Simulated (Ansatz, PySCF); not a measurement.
System: formamide, CH3NO, net charge 0, singlet state. SMILES: C(N)=O
Geometry from a B3LYP-D3(BJ)/def2-TZVP (Ansatz, a quantum-chemistry and plane-wave program) optimisation:
```xyz
6

N     -1.0698     0.1943     0.1075
C      0.2724     0.3136    -0.0479
O      1.0507    -0.6113    -0.0819
H     -1.4767    -0.7220     0.2042
H     -1.6667     1.0020     0.1281
H      0.5920     1.3678    -0.1427
```
Charge 0, spin multiplicity 1.


Quantity: enthalpy of formation at 298 K (from the atomisation energy, B3LYP-D3(BJ)/def2-TZVP harmonic zero-point and thermal terms from PySCF, and the atoms' enthalpies of formation in the G2/97 table; no spin-orbit terms, and no core term in the frozen-core levels), in kcal/mol. Correlated levels leave the core frozen unless marked. UHF or UKS for open shells. No spin-orbit coupling. Non-relativistic. The coupled-cluster limit lacks core correlation, which all-electron functionals hold. CBS marks a two-point X^-3 extrapolation of the correlation energy; Hartree-Fock from the larger set. The bracket is a focal-point correction in the basis named.

```csv
level,program,enthalpy of formation at 298 K (kcal/mol),minus last row
PBE/def2-TZVPD,Ansatz,-68.3,-23.5
M06-L-D4/def2-TZVPD,PySCF + dftd4,-40.5,4.3
PBE0-D4/def2-TZVP,Ansatz + dftd4,-47.4,-2.6
TPSSh/def2-TZVPD,PySCF,-41.7,3.1
r2SCANh-D4/def2-TZVPD,Ansatz + dftd4,-39.3,5.5
M06-2X/def2-TZVPD,PySCF,-44.9,-0.1
wB97M-V/def2-TZVPD,Ansatz,-48.0,-3.2
CCSD/aug-cc-pVDZ,Ansatz,8.6,53.4
CCSD(T)/cc-pVTZ,Ansatz,-25.3,19.5
"RI-MP2/CBS(aug-cc-pVTZ,aug-cc-pVQZ)+[CCSD(T)-MP2]/aug-cc-pVTZ",Ansatz,-44.8,0.0
```
